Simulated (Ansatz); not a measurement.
# Lattice constant a of some elemental metals

Method: PBE-D4 (Ansatz, a quantum-chemistry and plane-wave program, plane waves, PAW). References are measured values corrected to a static lattice or taken at low temperature (these still hold zero-point motion). The table is a random draw of 10 from 25 solids with such references.

Values in Å.

| solid | reference | PBE-D4 | error (%) |
|---|---|---|---|
| bcc Li | 3.449 | 3.423 | -0.75 |
| bcc Nb | 3.294 | 3.293 | -0.03 |
| fcc Au | 4.062 | 4.107 | +1.11 |
| bcc K | 5.212 | 5.212 | 0.00 |
| bcc Ta | 3.299 | 3.305 | +0.18 |
| bcc W | 3.16 | 3.161 | +0.03 |
| antiferromagnetic bcc Cr | 2.877 | 2.835 | -1.46 |
| bcc Rb | 5.576 | 5.585 | +0.16 |
| bcc Cs | 6.039 | 6.068 | +0.48 |
| fcc Pb | 4.902 | 4.959 | +1.16 |

Over these 10 solids the mean error is +0.09 %, the mean absolute error 0.54 % (median 0.33 %), and the worst case antiferromagnetic bcc Cr at -1.46 %; the value is above the reference in 6 of 10 cases. Over all 25 the mean error is -0.23 % and the mean absolute error 0.65 % (median 0.62 %).

All these references are brought to a static lattice.

Spin–orbit coupling is left out, also for the solids with elements from indium on (fcc Au, bcc Ta, bcc W, bcc Cs, fcc Pb); its size isn't shown.

Differences are worked out from the printed values.

Caveats: a distance lies near a switch of the dispersion term, which can move the cell (bcc K, bcc Rb, fcc Pb); the commensurate order stands in for chromium's spin-density wave, and the size of the moments varies much between levels (antiferromagnetic bcc Cr). Ansatz's density-functional and Hartree–Fock values are scalar-relativistic unless marked +SOC, with PAW data made under PBE.

Ansatz's runs of these crystals have no spin polarisation, but for antiferromagnetic bcc Cr.

Density-functional runs with spin start from opposed moments for antiferromagnetic bcc Cr.

Not in this set, of the elemental metals with a reference value in our tables and a result at some level: 19 for a reference at room or unstated temperature (hcp Be, hcp Cd, hcp Co, hcp Hf, body-centred tetragonal In and 14 more). These can be a level's worst cases. Values held back for tests aren't counted. Layered and molecular crystals are counted apart. The metals Ce to Yb are counted apart.

References as tabulated in Csonka et al. (2009), arXiv:0903.4037; Mejia-Rodriguez and Trickey (2018), arXiv:1807.09216; Levämäki et al. (2014), arXiv:1402.3671.
